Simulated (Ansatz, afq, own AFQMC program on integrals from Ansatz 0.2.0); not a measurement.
**AlH3, triplet in 6-31G, levels against full CI**

```xyz
4

Al   -0.0055    0.0795   -0.1186
H    -0.0055   -1.3674   -0.7770
H     0.5795   -0.4549    2.3188
H    -0.4262   -0.3047    1.6340
```

Basis 6-31G. Noble-gas cores (and the filled d shells of Ga–Kr and In–Xe) are frozen. AFQMC by an in-house program on the Cholesky factors that Ansatz 0.2.0 writes for its CCSD(T) run. The CISD trial takes its coefficients from CCSD amplitudes. Released means that phaseless walkers are propagated on without the constraint, phases kept. ± is one standard error of the sampling.

Determinant: UHF, the one that the program's search chose, which needn't be the lowest solution. The geometry is a point of a scan.

Full CI on the same integrals is exact in this basis and with this determinant's frozen core.

Cautions: lower spins were not checked; strong correlation (T1 0.051, weight of the determinant 0.90, largest double 0.05); the ph-AFQMC/HF walk drifts between its halves (2.1 errors).

```
T1 diagnostic                               : 0.0511
weight of the determinant in the CISD state : 0.902
⟨S²⟩ of the determinant                     : 2.045
size of the correlated space                : 6 electrons in 14 orbitals
```

| level | correlation energy (eV) |
| --- | --- |
| MP2 | -0.9595 |
| CCSD | -1.5759 |
| CCSD(T) | -1.6097 |

(1) Estimate where AFQMC with the constraint released lies against CCSD(T) on the same integrals.

(1) 20.4 ± 0.9 meV below CCSD(T).

Reference: full CI, correlation energy -1.637 eV. The released energy is read at 2.40 1/Eh (meV from the phaseless value at times in 1/Eh: -1.6 ± 1.2 at 0.24, -2.2 ± 1.0 at 0.51, -4.7 ± 0.7 at 0.99, -5.7 ± 0.8 at 1.62, -7.6 ± 0.9 at 2.40).

```json
{"level": "CCSD(T)", "E − E(reference) (meV)": "27.0", "share of correlation (%)": "98.35"}
{"level": "CCSDT", "E − E(reference) (meV)": "0.8", "share of correlation (%)": "99.95"}
{"level": "CCSDT(Q)", "E − E(reference) (meV)": "0.2", "share of correlation (%)": "99.99"}
{"level": "CCSDTQ", "E − E(reference) (meV)": "0.0", "share of correlation (%)": "100.00"}
{"level": "ph-AFQMC/HF", "E − E(reference) (meV)": "54.2 ± 11.1", "share of correlation (%)": "96.69"}
{"level": "ph-AFQMC/CISD", "E − E(reference) (meV)": "14.2 ± 1.3", "share of correlation (%)": "99.13"}
{"level": "released AFQMC", "E − E(reference) (meV)": "6.6 ± 0.9", "share of correlation (%)": "99.60"}
```

CCSDT and higher add their correlation energy to the determinant of the CCSD(T) run, since their own runs factorise the integrals more tightly (a shift of under 2 meV). Released energies are given only where the last usable release times agree within the noise; a slower fall can still hide under it.
